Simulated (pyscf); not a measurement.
## Four-centre exchange: HO–AlH₂ + silanol (HO–SiH₃) -> HO–AlH–O–SiH₃ + hydrogen (H₂)

Gas phase, singlet surface, charge 0. Bonds broken: Al2–H4, O6–H8. Bonds formed: Al2–O6, H4–H8. PySCF, gas phase, ωB97X-D3(BJ)/def2-SVP geometries.

Transition state (Å):

```xyz
11

O      1.3946     1.1141     0.0624
Al     1.2457    -0.4987     0.5933
H      1.1188     1.9211     0.4983
H      1.5354    -0.7338     2.3190
H      1.8476    -1.6304    -0.3208
O     -0.4010    -0.9573     1.3698
Si    -1.7700    -1.9193     1.1657
H      0.4613    -0.9475     2.1855
H     -2.8946    -1.3391     1.9462
H     -1.4844    -3.2988     1.6462
H     -2.0945    -1.9334    -0.2853
```

One imaginary mode, 1265i cm⁻¹; descent along it reached the two sides named, in the forms told below.

```json
[
 {"bond": "Al2–H4", "change": "breaks", "reactant side (Å)": "1.592", "saddle": "1.766", "product side": "2.390"},
 {"bond": "O6–H8", "change": "breaks", "reactant side (Å)": "0.982", "saddle": "1.187", "product side": "2.8"},
 {"bond": "Al2–O6", "change": "forms", "reactant side (Å)": "1.982", "saddle": "1.877", "product side": "1.701"},
 {"bond": "H4–H8", "change": "forms", "reactant side (Å)": "3.3", "saddle": "1.103", "product side": "0.762"}
]
```

Electronic energies relative to the separated reactants (kcal/mol):

```tsv
level	barrier	reaction energy	reverse barrier
ωB97X-D3(BJ)/def2-TZVP	-7.6	-36.1	28.5
PBE/def2-TZVP	-8.6	-33.1	24.5
r²SCAN/def2-TZVP	-10.5	-36.8	26.3
B3LYP-D3(BJ)/def2-TZVP	-7.4	-36.2	28.9
PBE0-D3(BJ)/def2-TZVP	-8.6	-34.0	25.3
M06-2X/def2-TZVP	-8.1	-38.8	30.7
ωB97M-D3(BJ)/def2-TZVP	-5.9	-35.0	29.1
HF/def2-TZVP	6.4	-34.3	40.7
```

With ωB97M-D3(BJ)/def2-TZVP energies and thermal terms (ideal gas, 1 atm, RRHO with modes under 100 cm⁻¹ raised to 100, one conformer, R ln 2 for chiral ones without a mode under 150 cm⁻¹), in kcal/mol:

```csv
T (K),ΔH‡,ΔG‡,ΔH,ΔG
298,-6.9,4.4,-36.7,-34.1
600,-6.7,15.8,-35.6,-31.9
900,-6.1,27.0,-34.8,-30.2
1200,-5.4,38.0,-34.2,-28.8
```

On the reactant side the descent ends in an adduct with a Al–O contact (not fully relaxed), 22.3 kcal/mol under the separated species and 14.6 kcal/mol under the saddle at ωB97X-D3(BJ)/def2-TZVP. At ωB97X-D3(BJ)/def2-TZVP, PBE, r²SCAN, B3LYP-D3(BJ), PBE0-D3(BJ), M06-2X, ωB97M-D3(BJ) the saddle lies under the separated reactants, which points to a path from their complex (located at ωB97X-D3(BJ) alone). What is counted as formed (Al–O) is already present as a longer contact in the reactant adduct; forming that adduct is a step of its own. At the saddle there is also a short Al–H contact that neither side keeps. One saddle was located; it need not be the lowest between these sides.
